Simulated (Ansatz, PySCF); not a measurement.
Molecule: C$_{4}$H$_{5}$ (charge 0, doublet). It need not be the lowest isomer of its formula. 
Structure (B3LYP-D3(BJ)/def2-TZVP (Ansatz, a first-principles code) minimum search):
SMILES: [CH2]C#CC
```xyz
9

C     -0.0030    -0.1564     2.0674
C     -0.0010    -0.0559     0.7061
C      0.0008     0.0323    -0.5132
C      0.0029     0.1519    -1.9587
H     -0.9312    -0.2049     2.6212
H      0.9235    -0.1905     2.6250
H     -0.0047     1.2023    -2.2661
H      0.8918    -0.3120    -2.3930
H     -0.8770    -0.3258    -2.3966
```
Charge 0, spin multiplicity 2.

Dipole moments at this geometry, in debye (magnitudes).

```
level                 program  dipole (D)
--------------------  -------  ----------
HF/def2-TZVPD           PySCF        0.70
PBE/def2-TZVPD         Ansatz        1.05
BLYP/def2-TZVPD        Ansatz        1.05
revPBE/def2-TZVPD      Ansatz        1.02
B97M-V/def2-TZVPD      Ansatz        0.98
BHLYP/def2-TZVPD       Ansatz        0.89
TPSSh/def2-TZVPD        PySCF        0.94
r2SCAN0/def2-TZVPD     Ansatz        0.89
M06-2X/def2-TZVPD       PySCF           ?
HSE06/def2-TZVPD       Ansatz        0.96
CAM-B3LYP/def2-TZVPD    PySCF        0.96
LC-wPBE/def2-TZVPD     Ansatz        0.89
wB97X-V/def2-TZVPD     Ansatz           ?
```

Problem. Some entries are withheld; supply them.

Solution. 
- M06-2X/def2-TZVPD, dipole (D): 0.87
- wB97X-V/def2-TZVPD, dipole (D): 0.95
